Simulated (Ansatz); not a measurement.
BF3 (SMILES FB(F)F) moved off its minimum; all values from Ansatz (an electronic-structure program), cores frozen in correlated methods.
(charge 0, multiplicity 1)
```xyz
4

B     -0.04082     0.07072    -0.01691
F     -1.07837    -0.74074    -0.13262
F      0.11838     1.13507    -0.36189
F      1.08987    -0.58090     0.60073
```

Forces at PBE/def2-TZVPP (eV/Å):

```json
[
 {"atom": "B1", "Fx": "1.264", "Fy": "-15.458", "Fz": "5.830"},
 {"atom": "F2", "Fx": "-0.701", "Fy": "0.280", "Fz": "-0.232"},
 {"atom": "F3", "Fx": "1.240", "Fy": "14.212", "Fz": "-4.764"},
 {"atom": "F4", "Fx": "-1.803", "Fy": "0.965", "Fz": "-0.834"}
]
```

Question: Give the forces (eV/Å), the total energy and the dipole at CCSD(T)/aug-cc-pVTZ.

Answer: 
```tsv
atom	Fx	Fy	Fz
B1	1.391	-15.776	5.935
F2	-0.292	0.638	-0.191
F3	1.152	13.922	-4.676
F4	-2.251	1.217	-1.069
```
Energy -324.1624 hartree, dipole 1.69 D.
